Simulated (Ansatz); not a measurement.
Basis-set extrapolation for C4H6ClF, SMILES `C/C(F)=C(/C)Cl` (PBE0-D4/def2-TZVP geometry, frozen core, the Gaussian-basis code of Ansatz). Multiplicity 1, RHF reference.

```tsv
	def2-TZVPP	def2-QZVPP
HF	-713.997551	-714.021543
MP2 correlation	-1.104550	-1.190889
CCSD(T) correlation	-1.199060	not run
```

Energies in hartree. Use E(X) = E(∞) + A·exp(−7.88·√X) for Hartree–Fock and E(X) = E(∞) + B·X^(−2.97) for correlation, with X = 3 and 4, and add CCSD(T) minus MP2 of the smaller set to the MP2 limit.

What is the CCSD(T) energy at the basis-set limit?

HF limit: -714.021543 + (-0.023992) × 0.13774 = -714.02485. MP2 limit: -1.190889 + (-0.086339) × 0.74074 = -1.25484. Higher-order term: -1.199060 − (-1.104550) = -0.09451. Total: -715.37420 hartree, 466.3 kJ/mol below CCSD(T)/def2-TZVPP.
